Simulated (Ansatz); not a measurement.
# H$_{3}$Si–BH$_{2}$⁺, quartet: the ladder up to UCCSDT(Q)

Geometry: that of the H3Si–BH2, triplet, kept fixed. The doublet lies 3.8 eV lower here.

```tsv
atom	x (Å)	y (Å)	z (Å)
Si	-0.0183	0.0000	0.5801
B	0.1280	0.0000	-1.5103
H	0.6619	-1.2307	1.0551
H	0.6619	1.2307	1.0551
H	-1.4460	0.0000	0.9891
H	-0.3709	-1.0966	-1.5314
H	-0.3709	1.0966	-1.5314
```

Basis cc-pVDZ; Ansatz 0.2.0. Only valence electrons are correlated (noble-gas cores frozen), which leaves 11 electrons in 51 orbitals. R marks a restricted (for open shells ROHF) determinant, U an unrestricted one.

Full CI isn't at hand for all of this; UCCSDT(Q) serves as the reference, and is uncertain by the last step of the cluster series or more. The frozen core follows each run's orbitals, which can shift R against U totals by a few meV.

For open shells CISD is restricted-active-space CI with the open shells as a complete middle space.

```
UHF ⟨S²⟩                          : 3.768
T1 diagnostic (RCCSD)             : 0.0768
largest doubles amplitude (RCCSD) : 0.052
T1 diagnostic (UCCSD)             : 0.0685
```

```csv
level,E − E(RHF) (eV)
UHF,-0.1409
RMP2,-4.5451
UMP2,-4.5456
RCCSD,-5.8660
UCCSD,-5.8702
RCCSD(T),-6.0772
UCCSD(T),-6.0764
```

Problem. Estimate how far UCCSDT(Q) in cc-pVDZ lies from RCCSD(T). The table doesn't fix it; the size of (T) and the diagnostics are the guide.

Solution. UCCSDT(Q) in cc-pVDZ lies 72 meV below RCCSD(T), which is 34 % of the (T) step (-211 meV). T1 is raised, and the rest is a large part of (T). The miss exceeds 1 kcal/mol.

The other levels:

```
    level  E − E(UCCSDT(Q)) (meV)  share of correlation (%)  wall time
     CISD                     776                     87.37       14 s
  BCCD(T)                      65                     98.95       15 s
   RCCSDT                      15                     99.76          –
   UCCSDT                      14                     99.76          –
RCCSDT(Q)                       2                     99.97    1.8 min
```

The correlation energy at UCCSDT(Q), counted from RHF, is -6.149 eV. That run took 83 s on 1 thread of Arm Neoverse V1, shared host.

Times hold each run's SCF and search for its determinant on a shared host, so for small cases they say little of a method's own cost; they ran on 1 thread of Arm Neoverse V1.
